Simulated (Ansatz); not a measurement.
System: bcc Nb. Method: PBEsol in Ansatz (plane waves, PAW).

A relaxed, unreconstructed slab of the (310) face has 10 atoms, two equal faces of 16.937 Å² each and an energy of -44949.0646 eV. A bulk cell of 10 atoms with the same orientation and in-plane k mesh has -44954.5425 eV. Energies are extrapolated to zero smearing.

Numerical settings: plane-wave cutoff 500 eV, 18×18×1 k mesh (along the axes of the cell as run), Fermi–Dirac smearing 0.1 eV, scalar-relativistic PAW data made under PBE.

Worked out: γ = (E_slab − N E_bulk per atom)/2A = [-44949.0646 − 10 × (-44954.5425/10)]/(2 × 16.937) = 0.1617 eV/Å². With 16.022 J/m² per eV/Å² this is 2.59 J/m², or 2.74 eV per surface cell and face.

Ansatz is an electronic-structure program.
